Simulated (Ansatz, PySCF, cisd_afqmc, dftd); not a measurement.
Species: C$_{2}$H$_{4}$O$_{2}$, charge 0, singlet. C2H4O2 (methyl formate, SMILES C(OC)=O).
B3LYP-D3(BJ)/def2-TZVP minimum from Ansatz (a quantum-chemistry and plane-wave program):
```
O
C 1 1.3374
O 2 1.1990 1 125.87
H 2 1.0980 3 125.01 1 -180.00
C 1 1.4400 2 115.72 4 180.00
H 5 1.0858 1 105.58 2 -180.00
H 5 1.0891 6 110.74 1 119.38
H 5 1.0891 6 110.74 7 121.24
```

Quantity: enthalpy of formation at 298 K (by atomisation, with ideal-gas terms from PySCF's Hessian at B3LYP-D3(BJ)/def2-TZVP and the atoms' measured values of the G2/97 table; no spin-orbit terms), in kJ/mol. UHF or UKS for unpaired electrons; spin-orbit terms are left out. Cores are frozen in correlated methods. Rows without X2C or -DK are non-relativistic. AFQMC/CISD: phaseless, guided by CISD from CCSD amplitudes; bars are statistical, one sigma. Outlying blocks are dropped, and bars are widened where a walk drifts. Over all cases where full CI ran beside it in this data, AFQMC minus full CI had a median of +0.1 mEh and passed +0.4 mEh in a tenth of the cases. CBS(X,Y): correlation extrapolated as X^-3, Hartree-Fock from the larger set. A bracket is a step between two methods taken in the basis named. Functionals run without relativity, which enters their misses. Double hybrids freeze cores in their MP2 part. '+ core + X2C': CCSD(T) terms for core correlation (cc-pwCVTZ) and scalar relativity (cc-pVTZ-DK). Where a partner has so few electrons that a lower coupled-cluster level is exact, that level stands in.

Measured: -85.5 kcal/mol, -357.8 kJ/mol (Active Thermochemical Tables 1.112 (ions: stationary electron), as tabulated in the package chemicals); atomic spin-orbit terms, which the calculations lack, would raise the computed values.

| level | program | enthalpy of formation at 298 K (kJ/mol) | error against that value |
|---|---|---|---|
| HF/cc-pVTZ | Ansatz | 642.9 | 1000.7 |
| PBE-D4/def2-TZVPD | Ansatz + dftd4 | -471.1 | -113.3 |
| r2SCAN-D3(BJ)/def2-TZVPD | Ansatz + dftd3 | -371.0 | -13.2 |
| r2SCAN-D4/def2-TZVPD | Ansatz + dftd4 | -370.7 | -12.9 |
| r2SCAN/def2-TZVPD | Ansatz | -368.2 | -10.4 |
| B3LYP-D4/def2-TZVPD | Ansatz + dftd4 | -355.0 | 2.8 |
| CAM-B3LYP-D3(BJ)/def2-TZVPD | Ansatz + dftd3 | -371.8 | -14.0 |
| B2GP-PLYP-D3(BJ)/def2-TZVPD | Ansatz + dftd3 | -315.7 | 42.1 |
| B2GP-PLYP-D4/def2-TZVPD | Ansatz + dftd4 | -314.3 | 43.5 |
| B2GP-PLYP/def2-TZVPD | Ansatz | -310.2 | 47.6 |
| CCSD/CBS(cc-pVTZ,cc-pVQZ) | Ansatz | -283.7 | 74.1 |
| AFQMC/CISD/cc-pVTZ | cisd_afqmc | -268.0 ± 1.4 | 89.8 |
| CCSD(T)/CBS(cc-pVTZ,cc-pVQZ) + [AFQMC/CISD - CCSD(T)]/cc-pVTZ + core + X2C | Ansatz + cisd_afqmc | -362.2 ± 1.4 | -4.4 |
| CCSD(T)/CBS(cc-pVTZ,cc-pVQZ) + [CCSDT(Q) - CCSD(T)]/cc-pVDZ + core + X2C | Ansatz | -365.5 | -7.7 |
